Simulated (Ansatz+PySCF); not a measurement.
Two shapes of doublet C₂H₅O.

Shape 1:

```xyz
8

C     0.9884   -0.5494    0.0000
C     0.0164    0.5698    0.0000
O    -1.2437   -0.0181    0.0000
H     0.1633    1.1858    0.8965
H     0.1633    1.1858   -0.8965
H     2.0030   -0.1452    0.0000
H     0.8529   -1.1680    0.8881
H     0.8529   -1.1680   -0.8881
```

Shape 2:

```xyz
8

C     1.0113   -0.5758    0.0000
C    -0.0066    0.5962    0.0000
O    -1.2666    0.0083    0.0000
H     0.1404    1.2122    0.8965
H     0.1404    1.2122   -0.8965
H     2.0259   -0.1716    0.0000
H     0.8759   -1.1944    0.8881
H     0.8759   -1.1944   -0.8881
```

Basis set: cc-pVTZ (spherical functions). Frozen core: 3 orbitals. Correlation on ROHF uses semicanonical orbitals with singles. Charge 0, multiplicity 2.

Computed with Ansatz (development build ahead of 0.2.0); each method stands on the lowest determinant of its kind that the runs found.

Task: Which shape is lower in energy, and by how much in each method?

Result:

```json
{"method": "ROHF", "E(2) − E(1) (eV)": "-0.021"}
{"method": "UHF", "E(2) − E(1) (eV)": "-0.024"}
{"method": "ROHF-MP2", "E(2) − E(1) (eV)": "-0.026"}
{"method": "UHF-MP2", "E(2) − E(1) (eV)": "-0.027"}
{"method": "ROHF-CCSD(T)", "E(2) − E(1) (eV)": "-0.043"}
```

Shape 2 is lower. Caution for ROHF-MP2, UHF-MP2: forces differ strongly between restricted and unrestricted references.
